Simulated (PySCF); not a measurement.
Predicted microwave data (PBE0-D3(BJ)/def2-TZVP geometry optimisation, gas phase in PySCF) for one isomer of CH2Si:

```
Rotational constants : A = 333279, B = 17464, C = 16595 MHz
Dipole components    : |μa| = 1.02 D, |μb| = 0.09 D, |μc| = 0.00 D
Inertial defect      : 0.00 u·Å²
κ                    : -0.99
```

Task: Which structure is it? (One computed conformer of each.)
A. `C#[SiH]`
B. `C=[Si]` [singlet]

Result: A. It is C#[SiH], a near-prolate asymmetric top, point group Cs. The candidates at the same level (rigid rotor, commonest isotopes):

| SMILES | A (MHz) | B (MHz) | C (MHz) | μa (D) | μb (D) | μc (D) | Δ (u·Å²) | point group | rotor |
| --- | --- | --- | --- | --- | --- | --- | --- | --- | --- |
| C#[SiH] | 333279 | 17464 | 16595 | 1.02 | 0.09 | 0.00 | 0.00 | Cs | near-prolate asymmetric top |
| C=[Si] | 303440 | 16575 | 15717 | 0.13 | 0.00 | 0.00 | 0.00 | C2v | near-prolate asymmetric top |

`C=[Si]` has A 9 % too low. In the right answer the mirror of this Cs structure is the ab plane, so μc vanishes by symmetry. No structure here is proved a minimum.
